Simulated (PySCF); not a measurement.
# Frontier levels across methods

Species: H₃O₂P.
Structure used (PBE0-D3(BJ)/def2-SVP), in Å, numbered top down from 1:
```
atom  x, y, z in Å
O1    -1.189    1.345   -0.333
P2    -0.407    0.117   -0.092
O3     1.179    0.378    0.109
H4    -0.765   -0.642    1.062
H5    -0.451   -0.871   -1.121
H6     1.702   -0.418    0.263
```

Basis pcSseg-2 throughout (PySCF), one geometry. One conformer (not necessarily the lowest) at the PBE0-D3(BJ)/def2-SVP geometry, without solvent, vibrations or thermal averaging.

Q: How do the orbital energies, the gap and the dipole change with the method?

A: 
```
   method                    kind  HOMO (eV)  LUMO (eV)  gap (eV)  μ (D)  SCF cycles
     BLYP                     GGA      -6.87      -1.10      5.77   4.76          15
     OPBE                     GGA      -6.91      -0.91      6.00   4.64          15
      PBE                     GGA      -6.96      -1.07      5.89   4.72          15
    B97-D                     GGA      -6.96      -0.93      6.04   4.76          14
      KT2                     GGA      -7.06      -1.07      6.00   4.68          16
     BP86                     GGA      -7.07      -1.00      6.07   4.75          15
      KT3                     GGA      -7.09      -1.21      5.88   4.64          15
      LDA                     LDA      -7.09      -1.22      5.87   4.87          14
    B97-2           global hybrid      -8.19      -0.23      7.95   4.96          13
    B3LYP           global hybrid      -8.24      -0.61      7.63   4.99          13
     PBE0           global hybrid      -8.47      -0.26      8.21   5.00          14
 mPW1PW91           global hybrid      -8.50      -0.26      8.23   5.00          14
CAM-B3LYP  range-separated hybrid      -9.92       0.46     10.38   5.15          12
BHandHLYP           global hybrid      -9.93       0.31     10.25   5.27          12
  wB97X-D  range-separated hybrid     -10.37       1.55     11.92   5.08          14
  LC-wPBE  range-separated hybrid     -11.25       1.71     12.96   5.18          13
       HF            Hartree–Fock     -12.27       2.13     14.40   5.58          10
```

The HOMO spans 5.40 eV, from BLYP down to HF, and the gap runs from 5.77 eV (BLYP) to 14.40 eV (HF). Over the methods BLYP (0 %), OPBE (0 %), PBE (0 %), B97-D (0 %), KT2 (0 %), BP86 (0 %), KT3 (0 %), LDA (0 %), B97-2 (21 %), B3LYP (20 %), PBE0 (25 %), mPW1PW91 (25 %), BHandHLYP (50 %), HF (100 %), a straight line through the gap against the share of exact exchange rises by 0.85 eV for each 10 % (correlation coefficient 0.999). The dipole ranges from 4.64 D (KT3) to 5.58 D (HF). This basis has no diffuse functions.

The vertical ΔSCF ionisation energy at wB97X-D/def2-SVPD is 11.05 eV; −ε(HOMO) comes closest to it with LC-wPBE (11.25 eV).
